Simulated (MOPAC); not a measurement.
Input for MOPAC: PM7 on propyne (SMILES C#CC), a point of a bond scan (R = 1.062 Å).

```
PM7 1SCF PRECISE CHARGE=0 THREADS=1
C3H4

C     -1.21952000 1    -0.12580353 1    -0.15711415 1
C      0.21519268 1     0.02219890 1     0.02772387 1
C      1.39869570 1     0.14428698 1     0.18019786 1
H     -1.44598792 1    -1.00663294 1    -0.76123089 1
H     -1.63959773 1     0.74635303 1    -0.66207238 1
H     -1.72702684 1    -0.23618072 1     0.80328101 1
H      2.44640218 1     0.25236654 1     0.31517680 1
```

The log:

```
*******************************************************************************
 **                                                                           **
 **                              MOPAC v23.2.5                                **
 **                                                                           **
 *******************************************************************************
 ** MOPAC's Digital Object Identifier: https://doi.org/10.5281/zenodo.6511958 **
 **                                                                           **
 ** Please cite the open-source release paper for use of this MOPAC version:  **
 ** J. E. Moussa and J. J. P. Stewart (2026)                                  **
 ** MOPAC: An open-source semiempirical molecular orbital program             **
 ** J. Open Source Softw., 11(119), 8025, https://doi.org/10.21105/joss.08025 **
 *******************************************************************************

                              PM7 CALCULATION RESULTS

 *******************************************************************************
 *  PM7        - The PM7 Hamiltonian to be used
 *
 *
 *
 *                 CHARGE ON SYSTEM = 0
 *
 *
 *
 *  PRECISE    - TIGHTER CRITERIA TO BE USED
 *  1SCF       - DO 1 SCF AND THEN STOP
 *  THREADS=1  - MULTI-THREADING NOT USED
 *  T=         - A TIME OF 172800.0 SECONDS REQUESTED
 *  DUMP=N     - RESTART FILE WRITTEN EVERY 7200.0 SECONDS REQUESTED
 *******************************************************************************
PM7 1SCF PRECISE CHARGE=0 THREADS=1
 C3H4

   ATOM   CHEMICAL          X               Y               Z
  NUMBER   SYMBOL      (ANGSTROMS)     (ANGSTROMS)     (ANGSTROMS)

     1       C         -1.21952000  *  -0.12580353  *  -0.15711415  *
     2       C          0.21519268  *   0.02219890  *   0.02772387  *
     3       C          1.39869570  *   0.14428698  *   0.18019786  *
     4       H         -1.44598792  *  -1.00663294  *  -0.76123089  *
     5       H         -1.63959773  *   0.74635303  *  -0.66207238  *
     6       H         -1.72702684  *  -0.23618072  *   0.80328101  *
     7       H          2.44640218  *   0.25236654  *   0.31517680  *



          CARTESIAN COORDINATES

    NO.       ATOM           X           Y           Z

     1         C         -1.2195     -0.1258     -0.1571
     2         C          0.2152      0.0222      0.0277
     3         C          1.3987      0.1443      0.1802
     4         H         -1.4460     -1.0066     -0.7612
     5         H         -1.6396      0.7464     -0.6621
     6         H         -1.7270     -0.2362      0.8033
     7         H          2.4464      0.2524      0.3152

 General Reference for PM7:
 "Optimization of Parameters for Semiempirical Methods VI: More Modifications to the
 NDDO Approximations and Re-optimization of Parameters", J. J. P. Stewart, J. Mol. Mod., 1:32, 19 (2013)
 https://link.springer.com/article/10.1007/s00894-012-1667-x

           Empirical Formula: C3 H4  =     7 atoms



      MOLECULAR POINT GROUP   :   C3v


      RHF CALCULATION, NO. OF DOUBLY OCCUPIED LEVELS = 8


 -------------------------------------------------------------------------------
 PM7 1SCF PRECISE CHARGE=0 THREADS=1
 C3H4



     1SCF WAS SPECIFIED, SO BFGS WAS NOT USED
     SCF FIELD WAS ACHIEVED


                              PM7 CALCULATION
                                                       MOPAC v23.2.5 Linux




          FINAL HEAT OF FORMATION =         46.95264 KCAL/MOL =     196.44983 KJ/MOL


          COSMO AREA              =         87.73 SQUARE ANGSTROMS
          COSMO VOLUME            =         68.93 CUBIC ANGSTROMS

          IONIZATION POTENTIAL    =         10.867563 EV
          HOMO LUMO ENERGIES (EV) =        -10.868  1.798
          NO. OF FILLED LEVELS    =          8
          MOLECULAR WEIGHT        =         40.0646         POINT GROUP:  C3v

          MOLECULAR DIMENSIONS (Angstroms)

            Atom       Atom       Distance
            H     7    H     6     4.23018
            H     4    H     5     1.76643
            H     6    H     4     1.48465


          SCF CALCULATIONS        =          1





   ATOM   CHEMICAL          X               Y               Z
  NUMBER   SYMBOL      (ANGSTROMS)     (ANGSTROMS)     (ANGSTROMS)

     1       C         -1.21952000  *  -0.12580353  *  -0.15711415  *
     2       C          0.21519268  *   0.02219890  *   0.02772387  *
     3       C          1.39869570  *   0.14428698  *   0.18019786  *
     4       H         -1.44598792  *  -1.00663294  *  -0.76123089  *
     5       H         -1.63959773  *   0.74635303  *  -0.66207238  *
     6       H         -1.72702684  *  -0.23618072  *   0.80328101  *
     7       H          2.44640218  *   0.25236654  *   0.31517680  *

                             CARTESIAN COORDINATES

   1    C       -1.219520000    -0.125803530    -0.157114150
   2    C        0.215192680     0.022198900     0.027723870
   3    C        1.398695700     0.144286980     0.180197860
   4    H       -1.445987920    -1.006632940    -0.761230890
   5    H       -1.639597730     0.746353030    -0.662072380
   6    H       -1.727026840    -0.236180720     0.803281010
   7    H        2.446402180     0.252366540     0.315176800


           Empirical Formula: C3 H4  =     7 atoms



      MOLECULAR POINT GROUP   :   C3v


                  EIGENVALUES
 -27.33122 -24.74376 -17.96328 -14.86058 -14.86058 -14.74875 -10.86756 -10.86756
   1.79802   1.79802   4.16954   5.40166   5.40166   6.00846   6.50012   7.17380


              NET ATOMIC CHARGES AND DIPOLE CONTRIBUTIONS

  ATOM NO.   TYPE          CHARGE      No. of ELECS.   s-Pop       p-Pop
    1          C          -0.399688        4.3997     1.03350     3.36619
    2          C          -0.042103        4.0421     1.10327     2.93883
    3          C          -0.249029        4.2490     1.13612     3.11291
    4          H           0.165974        0.8340     0.83403
    5          H           0.165974        0.8340     0.83403
    6          H           0.165974        0.8340     0.83403
    7          H           0.192898        0.8071     0.80710
 DIPOLE           X         Y         Z       TOTAL
 POINT-CHG.    -0.945    -0.098    -0.122     0.958
 HYBRID        -0.007    -0.001    -0.001     0.007
 SUM           -0.952    -0.098    -0.123     0.965


          ATOMIC ORBITAL ELECTRON POPULATIONS

     Atom    s        px        py        pz
    1  C   1.03350   1.00943   1.17889   1.17787
    2  C   1.10327   0.96858   0.98518   0.98508
    3  C   1.13612   1.04036   1.03626   1.03629
    4  H   0.83403
    5  H   0.83403
    6  H   0.83403
    7  H   0.80710

 **********************
 *                    *
 * JOB ENDED NORMALLY *
 *                    *
 **********************




 == MOPAC DONE ==
```

The run finished.

Cost: roughly 0.020 core-seconds.
